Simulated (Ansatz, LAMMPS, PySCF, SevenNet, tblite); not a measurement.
**Zinc-blende GaAs, cohesive energy**

Reference value: 3.34 eV/atom (measured, static lattice: zero-point vibration energy added, our sources range from 3.34 to 3.39; as tabulated in Mejia-Rodriguez and Trickey (2018), arXiv:1807.09216).

```csv
level (code),value (eV/atom),cell (Å³/atom),error (eV/atom)
BOP GaAs.bop.table (LAMMPS),3.37,22.71,+0.03
GFN2-xTB (tblite),3.85,27.62,+0.51
SevenNet-0,3.22,23.78,-0.12
LDA (Ansatz),4.04,21.99,+0.70
PBE (Ansatz),3.15,23.71,-0.19
RPBE (Ansatz),2.75,24.44,-0.59
rVV10 (Ansatz),3.37,24.13,+0.03
r²SCAN+rVV10 (Ansatz),3.49,22.50,+0.15
PBE0 (PySCF),3.08 ± 0.1,22.73,-0.26
Hartree–Fock (PySCF),1.75 ± 0.1,23.68,-1.59
MP2 (PySCF),3.61 ± 0.2,23.12,+0.27
CCSD (PySCF),3.24 ± 0.2,23.34,-0.10
```

Leaving aside GFN2-xTB (doubt noted below), SevenNet-0 (doubt noted below): Once the reference is moved by up to 0.05 eV/atom (a margin picked here for doubts on the reference and the settings) and values within 0.03 eV/atom count as equal, the nearest can be BOP GaAs.bop.table (+0.03 eV/atom), rVV10 (+0.03 eV/atom) or CCSD (-0.10 eV/atom). Farthest off among them: Hartree–Fock (-1.59 eV/atom). Within 0.5 eV/atom: BOP GaAs.bop.table, PBE, rVV10, r²SCAN+rVV10, PBE0, MP2, CCSD.

Free atoms are spin-polarised, in the lowest state found; at levels without +SOC their spin–orbit coupling is left out.  A ± on a computed value is a rough bar: the spread of its extrapolation, a floor set from checks against published values, or a statistical error. GFN2-xTB: the free atoms are run in the same model without spin. GFN2-xTB: the method was fitted mainly to molecules. GFN2-xTB: the run uses a supercell at the zone centre in place of a k mesh. SevenNet-0: free atoms can lie outside what these potentials were trained on. Each level is taken at its own relaxed cell. Cutoffs differ between the levels. Ansatz's density-functional and Hartree–Fock values are scalar-relativistic unless marked +SOC, with PAW data made under PBE.

Empirical potentials (BOP GaAs.bop.table) are fitted to chosen data: where that held the value shown, agreement is built in, and what lay outside the fit can be far off. Machine-learned potentials (SevenNet-0) are trained on DFT data: a solid inside that data is no test of them.

Differences are worked out from the printed values.

Ansatz is an electronic-structure program.
